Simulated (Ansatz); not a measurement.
# CHP+ (doublet): wave-function methods side by side, def2-TZVPP

The task here is to estimate one member of a computed series from the others.

The runs use Ansatz 0.2.0, Gaussian basis; def2-TZVPP, core rule «outside noble gas», up to 6 orbitals frozen.

Plan: UHF; ROHF; CCSD(T) on UHF.

2 further runs of the same task are left out: 2 set aside as unsound or not needed.

## What is computed

The geometry is a PBE0/def2-TZVP stationary point (not a proven minimum) of the parent state, kept for this charge and spin.

3 atoms, charge 1, spin multiplicity 2.

Atoms are counted from 1 here; the program's logs count them from 0.

Bond lengths: C1–P2 1.531 Å, C1–H3 1.073 Å. Angles: P2–C1–H3 180.0°.

The first run:

The input, in.yaml:

```yaml
crystal:
  periodic: [false, false, false]
  atoms:
    - {symbol: C, position_ang: [0.000000, 0.000000, 0.152400]}
    - {symbol: P, position_ang: [0.000000, 0.000000, -1.378200]}
    - {symbol: H, position_ang: [0.000000, 0.000000, 1.225800]}
basis:
  gaussian: {orbitals: def2-TZVPP}
total_charge: 1
magnetization: {spin_polarized: true, initial_magnetization: 1}
hamiltonian: {xc: hf}
output: {orbitals: {seedname: orbitals}}
```

On the command line:

```bash
$ ansatz run in.yaml --threads 1 --pin off --events-out ev --progress --plain --max-ram 2560MiB --backend cpu
```

Among the steps run: UHF; ROHF; CCSD(T) on UHF.

One table of the session follows, with a row left open; its other results are not shown here.

```
  method  from UCCSD(T) (meV)
    ROHF              +7590.7
     UHF                    ?
    UMP2              +1320.0
   UCCSD               +363.7
UCCSD(T)                    0
```

**Question.** Estimate the row for UHF.

The run gave: from UCCSD(T) (meV): +7472.9. In the column «from UCCSD(T) (meV)» it lies between UMP2 (+1320.0) and ROHF (+7590.7).
